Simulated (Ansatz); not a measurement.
**Nudged elastic band run: CH6OSi**

Input:

```yaml
crystal:
  periodic: [false, false, false]
  atoms:
    - { symbol: Si, position_ang: [0.38198, 0.022722, -0.039399] }
    - { symbol: O, position_ang: [0.744463, -0.270035, 1.574805] }
    - { symbol: C, position_ang: [-0.259349, -0.401878, 2.561625] }
    - { symbol: H, position_ang: [-0.959782, -1.244308, 2.3459] }
    - { symbol: H, position_ang: [0.230105, -0.608218, 3.536962] }
    - { symbol: H, position_ang: [-0.868219, 0.527271, 2.674668] }
    - { symbol: H, position_ang: [1.69658, 0.093801, -0.753219] }
    - { symbol: H, position_ang: [-0.370398, 1.321688, -0.204217] }
    - { symbol: H, position_ang: [-0.465479, -1.085043, -0.618425] }
basis:
  gaussian: { orbitals: def2-SVP }
hamiltonian:
  xc: pbe
  dispersion: d4
neb:
  order_check: false
  images: 7
  f_tol: 0.05
  max_iterations: 60
  initial_path: linear
  final_atoms:
    - { symbol: Si, position_ang: [0.18903991, 0.30616306, -0.67066746] }
    - { symbol: O, position_ang: [0.86288443, -0.02939555, 1.224397] }
    - { symbol: C, position_ang: [-0.04508232, -0.40023928, 2.28220727] }
    - { symbol: H, position_ang: [-0.53888451, -1.36929701, 2.06375285] }
    - { symbol: H, position_ang: [0.49961316, -0.43942488, 3.24786507] }
    - { symbol: H, position_ang: [-0.81100043, 0.39512872, 2.3134285] }
    - { symbol: H, position_ang: [1.60433246, -0.66326119, 1.16925979] }
    - { symbol: H, position_ang: [-0.76171731, 1.37473536, -0.07886988] }
    - { symbol: H, position_ang: [-0.8692844, -0.81840925, -0.47267316] }
```

Launched with:

```bash
$ ansatz run input.yaml --threads 1 --pin off --max-ram 2048MiB --backend cpu --events-out ev --progress --plain --runs-dir out
```

Output, in part (warnings, iteration lines, the closing report on the highest movable image, with atoms numbered from 0):

```
NEB end point (image 0): max|allowed force component| = 2.830e-2 eV/Å (the criterion of neb.relax_end_points is 1.000e-2)
NEB end point (image 8): max|allowed force component| = 1.704e-2 eV/Å (the criterion of neb.relax_end_points is 1.000e-2)
NEB iter   1: max|band force component| = 3.301e0 eV/Å  barrier→ = 3.2117 eV  barrier← = 1.1218 eV  Δτ_max = 0.1973 Å  (228 SCF iters)
NEB iter   2: max|band force component| = 1.551e0 eV/Å  barrier→ = 3.0370 eV  barrier← = 0.9471 eV  Δτ_max = 0.1985 Å  (192 SCF iters)
NEB iter   3: max|band force component| = 8.710e-1 eV/Å  barrier→ = 2.9165 eV  barrier← = 0.8266 eV  Δτ_max = 0.1973 Å  (205 SCF iters)
NEB iter   4: max|band force component| = 5.703e-1 eV/Å  barrier→ = 2.8416 eV  barrier← = 0.7517 eV  Δτ_max = 0.1972 Å  (189 SCF iters)
NEB iter   5: max|band force component| = 6.996e-1 eV/Å  barrier→ = 2.7652 eV  barrier← = 0.6753 eV  Δτ_max = 0.0990 Å  (199 SCF iters)
NEB iter   6: max|band force component| = 6.588e-1 eV/Å  barrier→ = 2.7316 eV  barrier← = 0.6417 eV  Δτ_max = 0.0995 Å  (191 SCF iters)
NEB iter   7: max|band force component| = 1.300e0 eV/Å  barrier→ = 2.6817 eV  barrier← = 0.5918 eV  CI = image 5  Δτ_max = 0.0992 Å  (189 SCF iters)
NEB iter   8: max|band force component| = 4.052e-1 eV/Å  barrier→ = 2.8074 eV  barrier← = 0.7175 eV  CI = image 5  Δτ_max = 0.0769 Å  (190 SCF iters)
NEB iter   9: max|band force component| = 1.709e-1 eV/Å  barrier→ = 2.8118 eV  barrier← = 0.7219 eV  CI = image 5  Δτ_max = 0.1687 Å  (188 SCF iters)
NEB iter  10: max|band force component| = 4.391e-1 eV/Å  barrier→ = 2.8066 eV  barrier← = 0.7167 eV  CI = image 5  Δτ_max = 0.0846 Å  (190 SCF iters)
NEB iter  11: max|band force component| = 4.354e-1 eV/Å  barrier→ = 2.8028 eV  barrier← = 0.7129 eV  CI = image 5  Δτ_max = 0.0431 Å  (187 SCF iters)
NEB iter  12: max|band force component| = 1.725e-1 eV/Å  barrier→ = 2.8022 eV  barrier← = 0.7122 eV  CI = image 5  Δτ_max = 0.0845 Å  (182 SCF iters)
NEB iter  13: max|band force component| = 7.386e-2 eV/Å  barrier→ = 2.8020 eV  barrier← = 0.7121 eV  CI = image 5  Δτ_max = 0.1630 Å  (189 SCF iters)
NEB iter  14: max|band force component| = 1.231e-1 eV/Å  barrier→ = 2.8020 eV  barrier← = 0.7120 eV  CI = image 5  Δτ_max = 0.0831 Å  (180 SCF iters)
NEB iter  15: max|band force component| = 8.684e-2 eV/Å  barrier→ = 2.8019 eV  barrier← = 0.7120 eV  CI = image 5  Δτ_max = 0.0831 Å  (171 SCF iters)
NEB iter  16: max|band force component| = 5.472e-2 eV/Å  barrier→ = 2.8019 eV  barrier← = 0.7120 eV  CI = image 5  Δτ_max = 0.0830 Å  (167 SCF iters)
NEB iter  17: max|band force component| = 5.288e-2 eV/Å  barrier→ = 2.8019 eV  barrier← = 0.7120 eV  CI = image 5  Δτ_max = 0.0830 Å  (169 SCF iters)
NEB iter  18: max|band force component| = 6.877e-2 eV/Å  barrier→ = 2.8019 eV  barrier← = 0.7120 eV  CI = image 5  Δτ_max = 0.0414 Å  (165 SCF iters)
NEB iter  19: max|band force component| = 6.984e-2 eV/Å  barrier→ = 2.8019 eV  barrier← = 0.7120 eV  CI = image 5  Δτ_max = 0.0286 Å  (160 SCF iters)
NEB iter  20: max|band force component| = 4.315e-2 eV/Å  barrier→ = 2.8019 eV  barrier← = 0.7120 eV  CI = image 5  Δτ_max = 0.0000 Å  (333 SCF iters)
Total energy: -11044.12049195 eV, -405.8639421055 hartree
Atom 0 at    -0.013995     0.136166    -0.392930 Å, force    -0.000138     0.000013     0.000196 eV/Å
Atom 1 at     0.677752     0.294814     1.411402 Å, force     0.000031    -0.000044     0.000223 eV/Å
Atom 2 at     0.094105    -0.542536     2.409979 Å, force     0.000179     0.000222    -0.000333 eV/Å
Atom 3 at     0.012741    -1.601562     2.073473 Å, force    -0.000031    -0.000031     0.000022 eV/Å
Atom 4 at     0.722168    -0.506255     3.323428 Å, force     0.000012    -0.000019     0.000028 eV/Å
Atom 5 at    -0.927955    -0.176592     2.649257 Å, force    -0.000002    -0.000013    -0.000002 eV/Å
Atom 6 at     1.297798    -0.342710     0.482119 Å, force    -0.000022    -0.000096     0.000074 eV/Å
Atom 7 at    -0.351222     1.574570    -0.745147 Å, force    -0.000013     0.000024    -0.000023 eV/Å
Atom 8 at    -1.381490    -0.479895    -0.132881 Å, force    -0.000017    -0.000056    -0.000185 eV/Å
Dipole moment:    -0.080806    -0.186651     0.294075 e Å
```

It converged. The profile has 3 maxima (images 1, 3, 5) with wells between them (images 2, 4): this band takes more than one step, which may be the mechanism or a detour left from its start path. Neighbouring images differ by up to 2.8 eV, so the band resolves the path poorly. Another band between the same ends (7 images) ends at a top of the same energy, where a vibrational analysis finds 1 clearly imaginary mode. The orbitals stay closed-shell, which can raise the energy where a bond breaks towards radicals; this wasn't checked here.

Final band (atoms are numbered from 1 in the order of the input):

| image | path coordinate (Å) | energy (eV) | Si1–H7 (Å) | O2–H7 (Å) |
| --- | --- | --- | --- | --- |
| 0 | 0.00 | 0.00 | 1.50 | 2.54 |
| 1 | 1.39 | 0.06 | 1.51 | 2.61 |
| 2 | 2.78 | 0.04 | 1.51 | 2.63 |
| 3 | 4.18 | 0.05 | 1.51 | 2.59 |
| 4 | 5.57 | 0.04 | 1.51 | 2.60 |
| 5 | 6.96 | 2.80 | 1.65 | 1.29 |
| 6 | 7.66 | 2.18 | 2.32 | 0.98 |
| 7 | 8.36 | 2.11 | 2.50 | 0.98 |
| 8 | 9.05 | 2.09 | 2.52 | 0.98 |

Run time: 4.3 min on 1 thread of Arm Neoverse V1 (shared host), peak memory 0.13 GiB.
